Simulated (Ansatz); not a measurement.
System: fcc Cu. Method: PBEsol (PAW; Ansatz, a program for electronic structure).

Run with plane-wave cutoff 520 eV, 20×20×20 k mesh, Fermi–Dirac smearing 0.1 eV, perturbation theory, no spin polarisation, scalar-relativistic PAW data made under PBE.

The cell has the measured lattice parameters. Conventional cell: a = 3.6149 Å, b = 3.6149 Å, c = 3.6149 Å, α = 90.00°, β = 90.00°, γ = 90.00°.

Harmonic phonon frequencies (cm⁻¹; i marks an imaginary mode):

| q point | frequencies |
|---|---|
| X | 166 166 233 |
| L | ? |
| W | 162 199 199 |

Task: What belongs in the gaps?

Result: 
- L, frequencies: 113 113 236

No imaginary mode appears at these points.

Note: the cell isn't this level's own, so it is under some stress, which shifts stiffness and frequencies.
